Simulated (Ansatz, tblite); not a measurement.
**The cluster B₄H₃: rung by rung, part 1 of 2**

How do method and basis change the picture of the cluster B₄H₃ (doublet)?

The runs use Ansatz 0.2.0, Gaussian basis; as each input shows.

Plan: GFN1-xTB, GFN2-xTB, PBE-D4/def2-TZVP, r2SCAN-D4/def2-TZVP, LDA/def2-TZVP, CAM-B3LYP-D4/def2-TZVP, r2SCAN0-D4/def2-TZVP, LC-ωPBE/def2-TZVP, revPBE-D4/def2-TZVP, HSE06-D4/def2-TZVP, B97M-V/def2-TZVP, PBE+5HF/def2-TZVP, PBE+10HF/def2-TZVP, PBE+15HF/def2-TZVP, PBE+35HF/def2-TZVP, PBE+50HF/def2-TZVP, PBE-D4/def2-SVP, PBE0-D4/def2-SVP, HF/STO-3G, PBE0-D4/def2-TZVPD, PBE-D4/def2-TZVPD, r2SCAN-D4/def2-TZVPD, CCSD(T)/def2-TZVPP, MP2/def2-TZVP, RPA/def2-TZVP, CCSD(T)/def2-TZVPD.

1 further run of the same task is left out (set aside as unsound or not needed). Runs told in other sessions of the task aren't counted.

## Step 1: The structure

The geometry is that of the doublet, from an earlier relaxation (B3LYP-D4/def2-TZVP). At that level it is the lowest of the isomers that a small search found.

7 atoms, charge 0, spin multiplicity 2.

Bond lengths: B1–B2 1.520 Å, B1–B3 1.607 Å, B1–B4 1.520 Å, B2–B3 1.759 Å, B2–H5 1.172 Å, B3–B4 1.759 Å, B3–H6 1.180 Å, B4–H7 1.172 Å. Angles: B2–B1–B3 68.4°, B2–B1–B4 136.8°, B3–B1–B4 68.4°, B1–B2–B3 58.1°, B1–B2–H5 171.8°, B3–B2–H5 130.0°, B1–B3–B2 53.5°, B1–B3–B4 53.5°, B1–B3–H6 180.0°, B2–B3–B4 106.9°, B2–B3–H6 126.5°, B4–B3–H6 126.5°, B1–B4–B3 58.1°, B1–B4–H7 171.8°, B3–B4–H7 130.0°.

PBE0-D4/def2-TZVP was run before; its log isn't repeated, and its numbers join the tables.

## Step 2: GFN1-xTB

Tight binding, by tblite at 300 K electronic temperature and without a spin-polarisation term:

```python
tblite.interface.Calculator('GFN1-xTB', numbers, positions, charge=0, uhf=1).singlepoint()
```

Energy -193.1914 eV; 0.002 s.

## Step 3: GFN2-xTB

Tight binding, by tblite at 300 K electronic temperature and without a spin-polarisation term:

```python
tblite.interface.Calculator('GFN2-xTB', numbers, positions, charge=0, uhf=1).singlepoint()
```

Energy -171.5176 eV; 0.002 s.

## Step 4: PBE-D4/def2-TZVP

start.molden holds the orbitals of an earlier run on this state, given as this run's starting guess.

File in.yaml:

```yaml
crystal:
  periodic: [false, false, false]
  atoms:
    - {symbol: B, position_ang: [0.728171, -0.106229, -0.713920]}
    - {symbol: B, position_ang: [0.996022, 1.090185, 0.184939]}
    - {symbol: B, position_ang: [-0.413315, 0.060274, 0.405319]}
    - {symbol: B, position_ang: [-0.334416, -1.186867, -0.833223]}
    - {symbol: H, position_ang: [1.338905, 2.037556, 0.784243]}
    - {symbol: H, position_ang: [-1.251310, 0.182431, 1.226961]}
    - {symbol: H, position_ang: [-1.064057, -2.077359, -1.054318]}
basis:
  gaussian: {orbitals: def2-TZVP, initial_orbitals: start.molden}
magnetization: {spin_polarized: true, initial_magnetization: 1}
hamiltonian: {xc: pbe, dispersion: d4}
scf: {omitted_lower_state_checks: [starts]}
output: {orbitals: {seedname: orbitals}}
```

Command:

```bash
$ ansatz run in.yaml --threads 4 --pin off --events-out ev --progress --plain --max-ram 3916MiB
```

Output, cut to the lines that bear on the results:

```text
Functional definition: PBE
  name "PBE"
  cite "Perdew, Burke & Ernzerhof, Phys. Rev. Lett. 77, 3865 (1996) doi:10.1103/PhysRevLett.77.3865"
  parent pbe
[...]
808 factors; their error is unknown
[...]
mean field -2746.59889977 eV, -100.9356478550 hartree, gradient 2.5e-5 eV, S^2 0.758317; 0 other end points of the search recorded, 0 dependent functions left out
reference -2746.59894441 eV, -100.9356494953 hartree; 12, 11 occupied and 130, 131 virtual orbitals, 808 factors
Total energy: -2746.70959445 eV, -100.9397158094 hartree
Checks for a lower state left out: starts
```

It took 1.2 s on 4 threads of Arm Neoverse V1, shared host.

From the report: HOMO -6.32 eV, LUMO -5.21 eV (over both spins); ⟨S²⟩ 0.758 (pure: 0.75).

## Step 5: r2SCAN-D4/def2-TZVP

Edit in.yaml of step 4 so:

```diff
@@ -13,3 +13,3 @@
 magnetization: {spin_polarized: true, initial_magnetization: 1}
-hamiltonian: {xc: pbe, dispersion: d4}
+hamiltonian: {xc: r2scan, dispersion: d4}
 scf: {omitted_lower_state_checks: [starts]}
```

Launched as before.

Output, cut to the lines that bear on the results:

```text
Functional definition: r2SCAN
  name "r2SCAN"
  cite "Furness, Kaplan, Ning, Perdew & Sun, J. Phys. Chem. Lett. 11, 8208 (2020) doi:10.1021/acs.jpclett.0c02405"
  cite "Furness, Kaplan, Ning, Perdew & Sun, J. Phys. Chem. Lett. 11, 9248 (2020) doi:10.1021/acs.jpclett.0c03077"
  parent r2scan
[...]
808 factors; their error is unknown
[...]
mean field -2749.42613914 eV, -101.0395469855 hartree, gradient 2.7e-5 eV, S^2 0.772316; 0 other end points of the search recorded, 0 dependent functions left out
reference -2749.42615689 eV, -101.0395476378 hartree; 12, 11 occupied and 130, 131 virtual orbitals, 808 factors
Total energy: -2749.45072365 eV, -101.0404504496 hartree
Checks for a lower state left out: starts
```

Run time: 2.7 s. Hardware: 4 threads of Arm Neoverse V1, shared host.

From the report: HOMO -6.67 eV, LUMO -4.83 eV (over both spins); ⟨S²⟩ 0.772 (pure: 0.75).

## Step 6: LDA/def2-TZVP

Edit in.yaml of step 5 so:

```diff
@@ -13,4 +13,4 @@
 magnetization: {spin_polarized: true, initial_magnetization: 1}
-hamiltonian: {xc: r2scan, dispersion: d4}
+hamiltonian: {xc: lda}
 scf: {omitted_lower_state_checks: [starts]}
-output: {orbitals: {seedname: orbitals}}
+output: {forces: true, orbitals: {seedname: orbitals}}
```

Launched as before.

Output:

```text
Functional definition: SPW92
  name "SPW92"
  cite "Dirac, Proc. Camb. Phil. Soc. 26, 376 (1930) doi:10.1017/S0305004100016108"
  cite "Slater, Phys. Rev. 81, 385 (1951) doi:10.1103/PhysRev.81.385"
  cite "Perdew & Wang, Phys. Rev. B 45, 13244 (1992) doi:10.1103/PhysRevB.45.13244"
  exchange = slater_x
  correlation = pw_c
these checks for a lower state are left out or cut short: starts
808 factors; their error is unknown
mean field evaluation 1: about -2719.5569 eV, gradient 1.8e1 eV
mean field evaluation 2: about -2719.8644 eV, gradient 4.2e-1 eV
mean field evaluation 4: about -2719.8542 eV, gradient 1.8e-1 eV
mean field evaluation 8: about -2719.8543 eV, gradient 2.2e-5 eV
mean field -2719.85433063 eV, -99.9528030672 hartree, gradient 2.2e-5 eV, S^2 0.753318; 0 other end points of the search recorded, 0 dependent functions left out
the calculation of the forces begins
reference -2719.85437202 eV, -99.9528045883 hartree; 12, 11 occupied and 130, 131 virtual orbitals, 808 factors
Total energy: -2719.85437202 eV, -99.9528045883 hartree
Atom 0 at     0.728171    -0.106229    -0.713920 Å, force    -0.040960     0.005516     0.041177 eV/Å
Atom 1 at     0.996022     1.090185     0.184939 Å, force    -0.268448    -0.335053    -0.093752 eV/Å
Atom 2 at    -0.413315     0.060274     0.405319 Å, force     0.570052    -0.083609    -0.558295 eV/Å
Atom 3 at    -0.334416    -1.186867    -0.833223 Å, force     0.138429     0.355480     0.218583 eV/Å
Atom 4 at     1.338905     2.037556     0.784243 Å, force     0.101273     0.308185     0.206810 eV/Å
Atom 5 at    -1.251310     0.182431     1.226961 Å, force    -0.251901     0.036900     0.246743 eV/Å
Atom 6 at    -1.064057    -2.077359    -1.054318 Å, force    -0.248445    -0.287418    -0.061266 eV/Å
Dipole moment:    -0.141526     0.020601     0.138813 e Å
Checks for a lower state left out: starts
```

Wall time 0.85 s (4 threads of Arm Neoverse V1, shared host).

From the report: HOMO -6.36 eV, LUMO -5.58 eV (over both spins); ⟨S²⟩ 0.753 (pure: 0.75).

## Step 7: CAM-B3LYP-D4/def2-TZVP

Edit in.yaml of step 6 so:

```diff
@@ -13,4 +13,4 @@
 magnetization: {spin_polarized: true, initial_magnetization: 1}
-hamiltonian: {xc: lda}
+hamiltonian: {xc: {name: CAM-B3LYP}, dispersion: d4}
 scf: {omitted_lower_state_checks: [starts]}
-output: {forces: true, orbitals: {seedname: orbitals}}
+output: {orbitals: {seedname: orbitals}}
```

Same command.

Output, cut to the lines that bear on the results:

```text
Functional definition: CAM-B3LYP
  name "CAM-B3LYP"
  cite "Yanai, Tew & Handy, Chem. Phys. Lett. 393, 51 (2004) doi:10.1016/j.cplett.2004.06.011"
  cite "Iikura, Tsuneda, Yanai & Hirao, J. Chem. Phys. 115, 3540 (2001) doi:10.1063/1.1383587"
  cite "Becke, Phys. Rev. A 38, 3098 (1988) doi:10.1103/PhysRevA.38.3098"
  cite "Lee, Yang & Parr, Phys. Rev. B 37, 785 (1988) doi:10.1103/PhysRevB.37.785"
[...]
808 factors; their error is unknown
267 factors; integrals over basis functions are off by at most 1.6e-5 eV
[...]
mean field -2748.89675459 eV, -101.0200924622 hartree, gradient 2.6e-5 eV, S^2 0.770726; 0 other end points of the search recorded, 0 dependent functions left out
reference -2748.89687698 eV, -101.0200969597 hartree; 12, 11 occupied and 130, 131 virtual orbitals, 808 factors
Total energy: -2748.98984716 eV, -101.0235135509 hartree
Checks for a lower state left out: starts
```

Wall time 2.2 s (4 threads of Arm Neoverse V1, shared host).

Report: HOMO -8.72 eV, LUMO -3.17 eV (over both spins); ⟨S²⟩ 0.771 (pure: 0.75).

## Step 8: r2SCAN0-D4/def2-TZVP

Edit in.yaml of step 7 so:

```diff
@@ -13,3 +13,3 @@
 magnetization: {spin_polarized: true, initial_magnetization: 1}
-hamiltonian: {xc: {name: CAM-B3LYP}, dispersion: d4}
+hamiltonian: {xc: {name: r2SCAN0}, dispersion: d4}
 scf: {omitted_lower_state_checks: [starts]}
```

Launched as before.

Output, cut to the lines that bear on the results:

```text
Functional definition: r2SCAN0
  name "r2SCAN0"
  cite "Bursch, Neugebauer, Ehlert & Grimme, J. Chem. Phys. 156, 134105 (2022) doi:10.1063/5.0086040"
  cite "Furness, Kaplan, Ning, Perdew & Sun, J. Phys. Chem. Lett. 11, 8208 (2020) doi:10.1021/acs.jpclett.0c02405"
  cite "Furness, Kaplan, Ning, Perdew & Sun, J. Phys. Chem. Lett. 11, 9248 (2020) doi:10.1021/acs.jpclett.0c03077"
  parent r2scan
[...]
808 factors; their error is unknown
[...]
mean field -2749.22581730 eV, -101.0321852937 hartree, gradient 1.4e-5 eV, S^2 0.782466; 0 other end points of the search recorded, 0 dependent functions left out
reference -2749.22583128 eV, -101.0321858075 hartree; 12, 11 occupied and 130, 131 virtual orbitals, 808 factors
Total energy: -2749.25515123 eV, -101.0332632957 hartree
Checks for a lower state left out: starts
```

Run time: 3.2 s. Hardware: 4 threads of Arm Neoverse V1, shared host.

Report: HOMO -7.75 eV, LUMO -3.97 eV (over both spins); ⟨S²⟩ 0.782 (pure: 0.75).

## Step 9: LC-ωPBE/def2-TZVP

Edit in.yaml of step 8 so:

```diff
@@ -13,3 +13,3 @@
 magnetization: {spin_polarized: true, initial_magnetization: 1}
-hamiltonian: {xc: {name: r2SCAN0}, dispersion: d4}
+hamiltonian: {xc: {name: LC-wPBE}}
 scf: {omitted_lower_state_checks: [starts]}
```

Same command.

Output, cut to the lines that bear on the results:

```text
Functional definition: LC-wPBE
  name "LC-wPBE"
  cite "Vydrov & Scuseria, J. Chem. Phys. 125, 234109 (2006) doi:10.1063/1.2409292"
  cite "Heyd & Scuseria, J. Chem. Phys. 120, 7274 (2004) doi:10.1063/1.1668634"
  cite "Ernzerhof & Perdew, J. Chem. Phys. 109, 3313 (1998) doi:10.1063/1.476928"
  cite "Perdew, Burke & Ernzerhof, Phys. Rev. Lett. 77, 3865 (1996) doi:10.1103/PhysRevLett.77.3865"
  parent pbe
[...]
808 factors; their error is unknown
336 factors; integrals over basis functions are off by at most 2.0e-5 eV
[...]
mean field -2748.27147122 eV, -100.9971137219 hartree, gradient 1.1e-5 eV, S^2 0.788454; 0 other end points of the search recorded, 0 dependent functions left out
reference -2748.27147122 eV, -100.9971137222 hartree; 12, 11 occupied and 130, 131 virtual orbitals, 808 factors
Total energy: -2748.27147122 eV, -100.9971137222 hartree
Checks for a lower state left out: starts
```

It took 3.7 s on 4 threads of Arm Neoverse V1, shared host.

Report: HOMO -10.22 eV, LUMO -1.98 eV (over both spins); ⟨S²⟩ 0.788 (pure: 0.75).

## Step 10: revPBE-D4/def2-TZVP

Edit in.yaml of step 9 so:

```diff
@@ -13,3 +13,3 @@
 magnetization: {spin_polarized: true, initial_magnetization: 1}
-hamiltonian: {xc: {name: LC-wPBE}}
+hamiltonian: {xc: {name: revPBE}, dispersion: d4}
 scf: {omitted_lower_state_checks: [starts]}
```

Same command.

Output, cut to the lines that bear on the results:

```text
Functional definition: revPBE
  name "revPBE"
  cite "Zhang & Yang, Phys. Rev. Lett. 80, 890 (1998) doi:10.1103/PhysRevLett.80.890"
  cite "Perdew, Burke & Ernzerhof, Phys. Rev. Lett. 77, 3865 (1996) doi:10.1103/PhysRevLett.77.3865"
[...]
808 factors; their error is unknown
[...]
mean field -2750.63963177 eV, -101.0841420169 hartree, gradient 1.4e-5 eV, S^2 0.759493; 0 other end points of the search recorded, 0 dependent functions left out
reference -2750.63968760 eV, -101.0841440689 hartree; 12, 11 occupied and 130, 131 virtual orbitals, 808 factors
Total energy: -2750.98643534 eV, -101.0968868131 hartree
Checks for a lower state left out: starts
```

Wall time 1.3 s (4 threads of Arm Neoverse V1, shared host).

HOMO -6.27 eV, LUMO -5.11 eV (over both spins); ⟨S²⟩ 0.759 (pure: 0.75).

## Step 11: HSE06-D4/def2-TZVP

Edit in.yaml of step 10 so:

```diff
@@ -13,3 +13,3 @@
 magnetization: {spin_polarized: true, initial_magnetization: 1}
-hamiltonian: {xc: {name: revPBE}, dispersion: d4}
+hamiltonian: {xc: hse06, dispersion: d4}
 scf: {omitted_lower_state_checks: [starts]}
```

Same command.

Output, cut to the lines that bear on the results:

```text
Functional definition: HSE06
  name "HSE06"
  cite "Heyd, Scuseria & Ernzerhof, J. Chem. Phys. 118, 8207 (2003) doi:10.1063/1.1564060"
  cite "Krukau, Vydrov, Izmaylov & Scuseria, J. Chem. Phys. 125, 224106 (2006) doi:10.1063/1.2404663"
  cite "Heyd & Scuseria, J. Chem. Phys. 120, 7274 (2004) doi:10.1063/1.1668634"
  cite "Ernzerhof & Perdew, J. Chem. Phys. 109, 3313 (1998) doi:10.1063/1.476928"
[...]
808 factors; their error is unknown
71 factors; integrals over basis functions are off by at most 7.2e-7 eV
[...]
mean field -2747.00009358 eV, -100.9503914555 hartree, gradient 2.3e-5 eV, S^2 0.767932; 0 other end points of the search recorded, 0 dependent functions left out
reference -2747.00013848 eV, -100.9503931056 hartree; 12, 11 occupied and 130, 131 virtual orbitals, 808 factors
Total energy: -2747.08566343 eV, -100.9535360895 hartree
Checks for a lower state left out: starts
```

Run time: 2 s. Hardware: 4 threads of Arm Neoverse V1, shared host.

From the report: HOMO -7.08 eV, LUMO -4.64 eV (over both spins); ⟨S²⟩ 0.768 (pure: 0.75).

## Step 12: B97M-V/def2-TZVP

Edit in.yaml of step 11 so:

```diff
@@ -13,3 +13,3 @@
 magnetization: {spin_polarized: true, initial_magnetization: 1}
-hamiltonian: {xc: hse06, dispersion: d4}
+hamiltonian: {xc: {name: B97M-V}}
 scf: {omitted_lower_state_checks: [starts]}
```

Launched as before.

Output, cut to the lines that bear on the results:

```text
Functional definition: B97M-V
  name "B97M-V"
  cite "Mardirossian & Head-Gordon, J. Chem. Phys. 142, 074111 (2015) doi:10.1063/1.4907719"
  cite "Becke, J. Chem. Phys. 107, 8554 (1997) doi:10.1063/1.475007"
  cite "Vydrov & Van Voorhis, J. Chem. Phys. 133, 244103 (2010) doi:10.1063/1.3521275"
  # Of w^i u^j: cxij and so on, Table III.
[...]
  gx(w, u) = cx00 + cx01*u + cx02*u^2 + (cx10 + cx11*u)*w
[...]
      + integral(e_c_pw_mod_opposite_spin*gos(b97_w_opposite, b97_u_opposite)) + vv10(b, c)
[...]
808 factors; their error is unknown
[...]
mean field -2752.70786418 eV, -101.1601481564 hartree, gradient 2.4e-5 eV, S^2 0.763340; 0 other end points of the search recorded, 0 dependent functions left out
reference -2752.70792906 eV, -101.1601505406 hartree; 12, 11 occupied and 130, 131 virtual orbitals, 808 factors
Total energy: -2752.70792906 eV, -101.1601505406 hartree
Checks for a lower state left out: starts
```

It took 5 s on 4 threads of Arm Neoverse V1, shared host.

Report: HOMO -6.50 eV, LUMO -5.07 eV (over both spins); ⟨S²⟩ 0.763 (pure: 0.75).

## Step 13: PBE+5HF/def2-TZVP

Edit in.yaml of step 12 so:

```diff
@@ -13,3 +13,3 @@
 magnetization: {spin_polarized: true, initial_magnetization: 1}
-hamiltonian: {xc: {name: B97M-V}}
+hamiltonian: {xc: {text: "exchange = 0.95*pbe_x + 0.05*exact_x\ncorrelation = pbe_c"}}
 scf: {omitted_lower_state_checks: [starts]}
```

The command is unchanged.

Output, cut to the lines that bear on the results:

```text
Functional definition: unnamed
[...]
808 factors; their error is unknown
[...]
mean field -2746.71132534 eV, -100.9397794184 hartree, gradient 2.3e-5 eV, S^2 0.760029; 0 other end points of the search recorded, 0 dependent functions left out
reference -2746.71136780 eV, -100.9397809788 hartree; 12, 11 occupied and 130, 131 virtual orbitals, 808 factors
Total energy: -2746.71136780 eV, -100.9397809788 hartree
Checks for a lower state left out: starts
```

It took 2 s on 4 threads of Arm Neoverse V1, shared host.

From the report: HOMO -6.55 eV, LUMO -5.02 eV (over both spins); ⟨S²⟩ 0.760 (pure: 0.75).

## Step 14: PBE+10HF/def2-TZVP

Edit in.yaml of step 13 so:

```diff
@@ -13,3 +13,3 @@
 magnetization: {spin_polarized: true, initial_magnetization: 1}
-hamiltonian: {xc: {text: "exchange = 0.95*pbe_x + 0.05*exact_x\ncorrelation = pbe_c"}}
+hamiltonian: {xc: {text: "exchange = 0.90*pbe_x + 0.10*exact_x\ncorrelation = pbe_c"}}
 scf: {omitted_lower_state_checks: [starts]}
```

Same command.

Output, cut to the lines that bear on the results:

```text
Functional definition: unnamed
[...]
808 factors; their error is unknown
[...]
mean field -2746.82864338 eV, -100.9440907770 hartree, gradient 1.6e-5 eV, S^2 0.761914; 0 other end points of the search recorded, 0 dependent functions left out
reference -2746.82868366 eV, -100.9440922573 hartree; 12, 11 occupied and 130, 131 virtual orbitals, 808 factors
Total energy: -2746.82868366 eV, -100.9440922573 hartree
Checks for a lower state left out: starts
```

Run time: 2 s. Hardware: 4 threads of Arm Neoverse V1, shared host.

HOMO -6.78 eV, LUMO -4.83 eV (over both spins); ⟨S²⟩ 0.762 (pure: 0.75).

## Step 15: PBE+15HF/def2-TZVP

Edit in.yaml of step 14 so:

```diff
@@ -13,3 +13,3 @@
 magnetization: {spin_polarized: true, initial_magnetization: 1}
-hamiltonian: {xc: {text: "exchange = 0.90*pbe_x + 0.10*exact_x\ncorrelation = pbe_c"}}
+hamiltonian: {xc: {text: "exchange = 0.85*pbe_x + 0.15*exact_x\ncorrelation = pbe_c"}}
 scf: {omitted_lower_state_checks: [starts]}
```

Launched as before.

Output, cut to the lines that bear on the results:

```text
Functional definition: unnamed
[...]
808 factors; their error is unknown
[...]
mean field -2746.95076743 eV, -100.9485787531 hartree, gradient 1.2e-5 eV, S^2 0.763968; 0 other end points of the search recorded, 0 dependent functions left out
reference -2746.95080553 eV, -100.9485801531 hartree; 12, 11 occupied and 130, 131 virtual orbitals, 808 factors
Total energy: -2746.95080553 eV, -100.9485801531 hartree
Checks for a lower state left out: starts
```

Run time: 1.7 s. Hardware: 4 threads of Arm Neoverse V1, shared host.

From the report: HOMO -7.01 eV, LUMO -4.64 eV (over both spins); ⟨S²⟩ 0.764 (pure: 0.75).

## Step 16: PBE+35HF/def2-TZVP

Edit in.yaml of step 15 so:

```diff
@@ -13,3 +13,3 @@
 magnetization: {spin_polarized: true, initial_magnetization: 1}
-hamiltonian: {xc: {text: "exchange = 0.85*pbe_x + 0.15*exact_x\ncorrelation = pbe_c"}}
+hamiltonian: {xc: {text: "exchange = 0.65*pbe_x + 0.35*exact_x\ncorrelation = pbe_c"}}
 scf: {omitted_lower_state_checks: [starts]}
```

The command is unchanged.

Output, cut to the lines that bear on the results:

```text
Functional definition: unnamed
[...]
892 factors; their error is unknown
[...]
mean field -2747.48570361 eV, -100.9682372949 hartree, gradient 1.5e-5 eV, S^2 0.773749; 0 other end points of the search recorded, 0 dependent functions left out
reference -2747.48573289 eV, -100.9682383711 hartree; 12, 11 occupied and 130, 131 virtual orbitals, 892 factors
Total energy: -2747.48573289 eV, -100.9682383711 hartree
Checks for a lower state left out: starts
```

It took 1.9 s on 4 threads of Arm Neoverse V1, shared host.

Report: HOMO -7.96 eV, LUMO -3.88 eV (over both spins); ⟨S²⟩ 0.774 (pure: 0.75).

## Step 17: PBE+50HF/def2-TZVP

Edit in.yaml of step 16 so:

```diff
@@ -13,3 +13,3 @@
 magnetization: {spin_polarized: true, initial_magnetization: 1}
-hamiltonian: {xc: {text: "exchange = 0.65*pbe_x + 0.35*exact_x\ncorrelation = pbe_c"}}
+hamiltonian: {xc: {text: "exchange = 0.50*pbe_x + 0.50*exact_x\ncorrelation = pbe_c"}}
 scf: {omitted_lower_state_checks: [starts]}
```

Launched as before.

Output, cut to the lines that bear on the results:

```text
Functional definition: unnamed
[...]
968 factors; their error is unknown
[...]
mean field -2747.93345701 eV, -100.9846919288 hartree, gradient 1.1e-5 eV, S^2 0.782555; 0 other end points of the search recorded, 0 dependent functions left out
reference -2747.93347961 eV, -100.9846927595 hartree; 12, 11 occupied and 130, 131 virtual orbitals, 968 factors
Total energy: -2747.93347961 eV, -100.9846927595 hartree
Checks for a lower state left out: starts
```

Wall time 2 s (4 threads of Arm Neoverse V1, shared host).

HOMO -8.67 eV, LUMO -3.30 eV (over both spins); ⟨S²⟩ 0.783 (pure: 0.75).

## Step 18: PBE-D4/def2-SVP

Edit in.yaml of step 17 so:

```diff
@@ -11,5 +11,5 @@
 basis:
-  gaussian: {orbitals: def2-TZVP, initial_orbitals: start.molden}
+  gaussian: {orbitals: def2-SVP, initial_orbitals: start.molden}
 magnetization: {spin_polarized: true, initial_magnetization: 1}
-hamiltonian: {xc: {text: "exchange = 0.50*pbe_x + 0.50*exact_x\ncorrelation = pbe_c"}}
+hamiltonian: {xc: pbe, dispersion: d4}
 scf: {omitted_lower_state_checks: [starts]}
```

Launched as before.

Output, cut to the lines that bear on the results:

```text
Functional definition: PBE
  name "PBE"
  cite "Perdew, Burke & Ernzerhof, Phys. Rev. Lett. 77, 3865 (1996) doi:10.1103/PhysRevLett.77.3865"
  parent pbe
[...]
790 factors; their error is unknown
[...]
mean field -2743.56773533 eV, -100.8242546165 hartree, gradient 2.1e-5 eV, S^2 0.757803; 0 other end points of the search recorded, 0 dependent functions left out
reference -2743.56776701 eV, -100.8242557805 hartree; 12, 11 occupied and 59, 60 virtual orbitals, 790 factors
Total energy: -2743.67841705 eV, -100.8283220946 hartree
Checks for a lower state left out: starts
```

Wall time 0.7 s (4 threads of Arm Neoverse V1, shared host).

Report: HOMO -6.32 eV, LUMO -5.22 eV (over both spins); ⟨S²⟩ 0.758 (pure: 0.75).

(Continued in part 2 of 2.)
